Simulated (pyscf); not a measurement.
Single points on ωB97X-D3(BJ)/def2-SVP structures (PySCF, gas phase).

Q: Estimate the classical barrier height and the reaction energy of H₂N–SiH₂–NH–SiH₂–NH₂ + methyl (CH₃•) → H₂N–SiH•–NH–SiH₂–NH₂ + methane (CH₄) at B3LYP-D3(BJ)/def2-TZVP. The step runs on the doublet surface, breaks H–Si and forms C–H; take the separated reactants as zero.

A: ΔE‡ = 24.8 kJ/mol, ΔE = -71.7 kJ/mol. ωB97M-D3(BJ)/def2-TZVP gives 38.6 kJ/mol and -64.1 kJ/mol. Zero-point energy shifts the barrier by -0.6 kJ/mol. It is a hydrogen abstraction, with an imaginary mode of 1075i cm⁻¹. This is the saddle that the search found; another between the same sides may lie lower. The angle at the transferred H is 172°.
